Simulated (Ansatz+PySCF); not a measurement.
Values are calculated unless marked as measured or tabulated.
## PySCF 2.14.0 run

```python
from pyscf import gto, scf, cc

mol = gto.M(atom="""
Na 0.000000 0.000000 0.000000
S 0.949340 1.265790 2.740520
""", basis='sto-3g', charge=0, spin=3)
mf = scf.UHF(mol)
mf.kernel()
mycc = cc.CCSD(mf, frozen=6).run()
et = mycc.ccsd_t()
print(mf.e_tot, mycc.e_corr, et, mycc.e_tot + et)
```

The script is written out from the run's settings.

The run gave:

```
Converged                       : yes
Reference energy                : -552.79941 hartree
CCSD correlation energy         : -0.04164 hartree
Triples correction              : -0.00179 hartree
Total energy                    : -552.84283 hartree
Spin squared of the determinant : 3.750
```
